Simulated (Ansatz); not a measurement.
Compare A (`C#CC(C)C`) with its isomer B (`CC=C=CC`).

Program: Ansatz. Geometries: PBE0-D4/def2-TZVP. ΔE: electronic, gas phase. CBS: MP2 limit from def2 TZ/QZ plus the TZ coupled-cluster correction, frozen cores. DFT in def2-TZVPP.

(1) Which isomer does CCSD(T)/CBS put lower? Give the gap. (Estimate.)

(2) Give E(B) − E(A) in kcal/mol with HF/def2-TZVPP, CCSD(T)/def2-TZVPP, LDA (SPW92), PBE0-D4, MP2/def2-TZVPP, CCSD(T)/def2-SVP, r2SCAN-D4. (Estimate.)

(3) Does the order hold for the free energy at 298.15 K (harmonic terms from PBE0-D4)? (Best estimate.)

Largest T1 diagnostic: 0.011.

Answers

(1) Ansatz gave: B, by 1.0 kcal/mol.

(2) The calculation gave: HF/def2-TZVPP -2.0, CCSD(T)/def2-TZVPP -1.2, LDA (SPW92) -7.8, PBE0-D4 -6.0, MP2/def2-TZVPP 1.9, CCSD(T)/def2-SVP -1.8, r2SCAN-D4 -6.2. The order is the other way round with MP2/def2-TZVPP.

(3) The calculation gave: Yes: G(B) − G(A) = -1.3 kcal/mol.

The D4 term adds +0.8 kcal/mol with B3LYP and +0.4 kcal/mol with PBE0; it sums over pairs of atoms, weighted by their polarisabilities, and B3LYP, whose exchange is more repulsive, gets the larger term. From PBE to PBE0 (25 % exact exchange), in def2-TZVPP and without D4, E(B) − E(A) moves by +1.8 kcal/mol.

B3LYP here is the variant with VWN-RPA as its local correlation; programs differ in this.
